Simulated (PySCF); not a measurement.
**Vibration and rotation of SiC**

ROHF-CCSD(T) constants of SiC, ³Π (triplet), unpaired electrons σ ↑, π ↑ (Si cc-pV(D+d)Z, C cc-pVDZ; no relativity (PySCF 2.14); masses 27.9769 and 12.0000 u):

```
ωe              : 935.1 cm⁻¹
ωexe            : 5.74 cm⁻¹
Be              : 0.65735 cm⁻¹
αe              : 0.00540 cm⁻¹
D (centrifugal) : 1.3e-06 cm⁻¹
De to Si + C    : 3.80 eV
```

(1) Give the vibrational terms G(v) and spacings up to v = 6.

(2) How well does the Morse estimate ωe²/(4ωexe) reproduce De, and what is D0?

Correlated steps freeze 6 core orbitals. Correlated levels converge slowly with the basis: in double zeta they bind strong bonds too weakly, by up to about 1 eV, and carry superposition errors of some tenths. The CCSD T1 diagnostic is raised, a sign that a single reference may not be enough here. The state was picked by a PBE0 search and need not be the measured ground state.

Results:

(1) G(v) = ωe(v+½) − ωexe(v+½)².

| v | G(v) (cm⁻¹) | G(v) − G(v−1) | Bv (cm⁻¹) |
| --- | --- | --- | --- |
| 0 | 466.1 |  | 0.6546 |
| 1 | 1389.7 | 923.6 | 0.6492 |
| 2 | 2301.9 | 912.1 | 0.6439 |
| 3 | 3202.5 | 900.7 | 0.6384 |
| 4 | 4091.7 | 889.2 | 0.6331 |
| 5 | 4969.4 | 877.7 | 0.6277 |
| 6 | 5835.6 | 866.2 | 0.6222 |

(2) It gives 4.72 eV, 124 % of the computed De. D0 = De − G(0) = 3.80 − 0.06 = 3.74 eV.
